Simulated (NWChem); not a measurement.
System: chloromethane (CH₃Cl); SMILES CCl

Here is an NWChem input.

```
start job
memory heap 200 mb stack 900 mb global 1100 mb
geometry units angstroms noautoz
  C      0.000000     0.000000    -1.110906
  Cl     0.000000     0.000000     0.664417
  H      0.732981     0.732981    -1.470125
  H      0.268290    -1.001270    -1.470125
  H     -1.001270     0.268290    -1.470125
end
basis spherical
  * library def2-svp
end
dft
  xc b3lyp
  iterations 150
  mulliken
end
task dft energy
```

Parts of the log:

```
             Northwest Computational Chemistry Package (NWChem) 7.3.0
             --------------------------------------------------------

 C3V symmetry detected

                             Geometry "geometry" -> ""
                             -------------------------

 Output coordinates in angstroms (scale by  1.889725989 to convert to a.u.)

  No.       Tag          Charge          X              Y              Z
 ---- ---------------- ---------- -------------- -------------- --------------
    1 C                    6.0000    -0.00000000    -0.00000000    -1.11933977
    2 Cl                  17.0000     0.00000000    -0.00000000     0.65598323
    3 H                    1.0000     0.73298074     0.73298074    -1.47855877
    4 H                    1.0000     0.26828957    -1.00127031    -1.47855877
    5 H                    1.0000    -1.00127031     0.26828957    -1.47855877

 Effective nuclear repulsion energy (a.u.)      51.3434382480

      Symmetry information
      --------------------

 Group name             C3v
 Group number             17
 Group order               6
 No. of unique centers     3

                                 NWChem DFT Module
                                 -----------------

 Summary of "ao basis" -> "ao basis" (spherical)
 ------------------------------------------------------------------------------
       Tag                 Description            Shells   Functions and Types
 ---------------- ------------------------------  ------  ---------------------
 C                          def2-svp                 6       14   3s2p1d
 Cl                         def2-svp                 8       18   4s3p1d
 H                          def2-svp                 3        5   2s1p

      Symmetry analysis of basis
      --------------------------

        a1         18
        a2          1
        e          28

  Rotation of axis

            General Information
            -------------------
          SCF calculation type: DFT
          Wavefunction type:  closed shell.
          No. of atoms     :     5
          No. of electrons :    26
           Alpha electrons :    13
            Beta electrons :    13
          Charge           :     0
          Spin multiplicity:     1
          Use of symmetry is: on ; symmetry adaption is: on
          Maximum number of iterations: 150
          AO basis - number of functions:    47
                     number of shells:    23
          Convergence on energy requested:  1.00D-06
          Convergence on density requested:  1.00D-05
          Convergence on gradient requested:  5.00D-04

              XC Information
              --------------
                         B3LYP Method XC Potential
                     Hartree-Fock (Exact) Exchange  0.200
                        Slater Exchange Functional  0.800 local
                    Becke 1988 Exchange Functional  0.720 non-local
              Lee-Yang-Parr Correlation Functional  0.810
                  VWN I RPA Correlation Functional  0.190 local

             Grid Information
             ----------------
          Grid used for XC integration:  medium
          Radial quadrature: Mura-Knowles
          Angular quadrature: Lebedev.
          Tag              B.-S. Rad. Rad. Pts. Rad. Cut. Ang. Pts.
          ---              ---------- --------- --------- ---------
          C                   0.70       49           7.0       434
          Cl                  1.00       88           8.0       590
          H                   0.35       45           7.0       434
          Grid pruning is: on
          Number of quadrature shells:   182
          Spatial weights used:  Erf1

      Superposition of Atomic Density Guess
      -------------------------------------

 Sum of atomic energies:        -498.44616675

      Non-variational initial energy
      ------------------------------

 Total energy =    -499.166539
 1-e energy   =    -788.483589
 2-e energy   =     237.973612
 HOMO         =      -0.376650
 LUMO         =       0.079815

      Symmetry analysis of molecular orbitals - initial
      -------------------------------------------------

  Numbering of irreducible representations:

     1 a1          2 a2          3 e

  Orbital symmetries:

     1 a1          2 a1          3 a1          4 a1          5 e
     6 e           7 a1          8 a1          9 e          10 e
    11 a1         12 e          13 e          14 a1         15 a1
    16 e          17 e          18 a1         19 e          20 e
    21 a1         22 a1         23 e

     ---------------------------------------------
      Total Density - Mulliken Population Analysis
     ---------------------------------------------

    Atom       Charge   Shell Charges
 -----------   ------   -------------------------------------------------------
    1 C    6     6.01   1.99  0.93  0.24  1.84  0.98  0.03
    2 Cl  17    17.30   2.00  1.99  1.22  0.72  5.94  2.13  3.26  0.02
    3 H    1     0.90   0.68  0.19  0.02
    4 H    1     0.90   0.68  0.19  0.02
    5 H    1     0.90   0.68  0.19  0.02

   convergence    iter        energy       DeltaE   RMS-Dens  Diis-err
 ---------------- ----- ----------------- --------- --------- ---------
 d= 0,ls=0.0,diis     1   -499.9208153652 -5.51D+02  1.22D-02  2.39D-01
 d= 0,ls=0.0,diis     2   -499.9209187303 -1.03D-04  7.52D-03  1.93D-01
 d= 0,ls=0.0,diis     3   -499.9442157277 -2.33D-02  1.78D-03  1.77D-02
 d= 0,ls=0.0,diis     4   -499.9465144432 -2.30D-03  1.82D-04  1.18D-04
 d= 0,ls=0.0,diis     5   -499.9465280122 -1.36D-05  3.42D-05  2.21D-06
 d= 0,ls=0.0,diis     6   -499.9465282999 -2.88D-07  9.40D-06  1.47D-07

         Total DFT energy =     -499.946528299948
      One electron energy =     -790.303480812626
           Coulomb energy =      273.812664373484
    Exchange-Corr. energy =      -34.799150108801
 Nuclear repulsion energy =       51.343438247994

 Numeric. integr. density =       25.999997380562

                  Occupations of the irreducible representations
                  ----------------------------------------------

                     irrep           alpha         beta
                     --------     --------     --------
                     a1                7.0          7.0
                     a2                0.0          0.0
                     e                 6.0          6.0

                       DFT Final Molecular Orbital Analysis
                       ------------------------------------

 Vector   11  Occ=2.000000D+00  E=-4.108457D-01  Symmetry=a1
              MO Center= -9.2D-18, -7.5D-18,  3.3D-02, r^2= 2.0D+00
   Bfn.  Coefficient  Atom+Function         Bfn.  Coefficient  Atom+Function
  ----- ------------  ---------------      ----- ------------  ---------------
    27     -0.407138  2 Cl pz                24     -0.381347  2 Cl pz
     6      0.374369  1 C  pz                21     -0.219563  2 Cl pz
    18     -0.197730  2 Cl s                  9      0.158365  1 C  pz
    17     -0.138286  2 Cl s                 16      0.113530  2 Cl s
    33     -0.098354  3 H  s                 38     -0.098354  4 H  s

 Vector   12  Occ=2.000000D+00  E=-2.878301D-01  Symmetry=e
              MO Center=  2.3D-02,  3.0D-02,  4.2D-01, r^2= 1.6D+00
   Bfn.  Coefficient  Atom+Function         Bfn.  Coefficient  Atom+Function
  ----- ------------  ---------------      ----- ------------  ---------------
    25      0.479093  2 Cl px                26      0.423582  2 Cl py
    22      0.347052  2 Cl px                23      0.306840  2 Cl py
    19      0.201461  2 Cl px                20      0.178119  2 Cl py
    33     -0.174200  3 H  s                  4     -0.113440  1 C  px
     5     -0.100297  1 C  py                34     -0.096649  3 H  s

 Vector   13  Occ=2.000000D+00  E=-2.878301D-01  Symmetry=e
              MO Center= -2.3D-02, -3.0D-02,  4.2D-01, r^2= 1.6D+00
   Bfn.  Coefficient  Atom+Function         Bfn.  Coefficient  Atom+Function
  ----- ------------  ---------------      ----- ------------  ---------------
    26      0.479093  2 Cl py                25     -0.423582  2 Cl px
    23      0.347052  2 Cl py                22     -0.306840  2 Cl px
    20      0.201461  2 Cl py                19     -0.178119  2 Cl px
    38      0.156218  4 H  s                 43     -0.145505  5 H  s
     5     -0.113440  1 C  py                 4      0.100297  1 C  px

 Vector   14  Occ=0.000000D+00  E= 4.128209D-02  Symmetry=a1
              MO Center=  9.7D-17,  1.0D-16, -8.4D-01, r^2= 3.7D+00
   Bfn.  Coefficient  Atom+Function         Bfn.  Coefficient  Atom+Function
  ----- ------------  ---------------      ----- ------------  ---------------
     3      2.042105  1 C  s                 34     -0.770694  3 H  s
    39     -0.770694  4 H  s                 44     -0.770694  5 H  s
    27      0.762312  2 Cl pz                18     -0.599391  2 Cl s
     9      0.375417  1 C  pz                 2      0.364039  1 C  s
     6      0.286550  1 C  pz                24      0.239420  2 Cl pz

 Vector   15  Occ=0.000000D+00  E= 8.049909D-02  Symmetry=a1
              MO Center=  1.6D-16,  1.5D-16, -1.1D+00, r^2= 3.7D+00
   Bfn.  Coefficient  Atom+Function         Bfn.  Coefficient  Atom+Function
  ----- ------------  ---------------      ----- ------------  ---------------
     3      1.605441  1 C  s                 34     -0.957641  3 H  s
    39     -0.957641  4 H  s                 44     -0.957641  5 H  s
     9     -0.947626  1 C  pz                27     -0.521921  2 Cl pz
     6     -0.414729  1 C  pz                18      0.324652  2 Cl s
    17      0.269939  2 Cl s                 24     -0.179751  2 Cl pz

 Vector   16  Occ=0.000000D+00  E= 1.163312D-01  Symmetry=e
              MO Center= -2.6D-01, -5.8D-01, -1.5D+00, r^2= 3.6D+00
   Bfn.  Coefficient  Atom+Function         Bfn.  Coefficient  Atom+Function
  ----- ------------  ---------------      ----- ------------  ---------------
    39      1.769186  4 H  s                 44     -1.433108  5 H  s
     8      1.016920  1 C  py                 7     -0.704080  1 C  px
    34     -0.336079  3 H  s                  5      0.320294  1 C  py
     4     -0.221761  1 C  px                38      0.126262  4 H  s
    26     -0.113787  2 Cl py                43     -0.102277  5 H  s

     ---------------------------------------------
      Total Density - Mulliken Population Analysis
     ---------------------------------------------

    Atom       Charge   Shell Charges
 -----------   ------   -------------------------------------------------------
    1 C    6     6.00   1.99  0.92  0.16  2.07  0.83  0.04
    2 Cl  17    17.19   2.00  1.98  1.26  0.71  5.93  2.16  3.10  0.03
    3 H    1     0.94   0.74  0.18  0.02
    4 H    1     0.94   0.74  0.18  0.02
    5 H    1     0.94   0.74  0.18  0.02

     -------------------------------------------
      Total Density - Lowdin Population Analysis
     -------------------------------------------

    Atom       Charge   Shell Charges
 -----------   ------   -------------------------------------------------------
    1 C    6     6.10   1.96  0.61  0.33  1.84  1.28  0.08
    2 Cl  17    16.98   2.00  1.96  1.04  0.79  5.82  2.28  3.06  0.04
    3 H    1     0.97   0.64  0.26  0.07
    4 H    1     0.97   0.64  0.26  0.07
    5 H    1     0.97   0.64  0.26  0.07

     Multipole analysis of the density
     ---------------------------------

     L   x y z        total         alpha         beta         nuclear
     -   - - -        -----         -----         ----         -------
     0   0 0 0     -0.000000    -13.000000    -13.000000     26.000000

     1   1 0 0      0.000000      0.000000      0.000000      0.000000
     1   0 1 0      0.000000      0.000000      0.000000     -0.000000
     1   0 0 1     -0.696946     -0.348473     -0.348473     -0.000000

     2   2 0 0    -14.469994    -10.112886    -10.112886      5.755778
     2   1 1 0      0.000000      0.000000      0.000000     -0.000000
     2   1 0 1      0.000000      0.000000      0.000000      0.000000
     2   0 2 0    -14.469994    -10.112886    -10.112886      5.755778
     2   0 1 1      0.000000      0.000000      0.000000      0.000000
     2   0 0 2    -13.343659    -44.866639    -44.866639     76.389619
```

Level: B3LYP/def2-SVP. Coordinates come from a PBE0/def2-SVP optimisation.
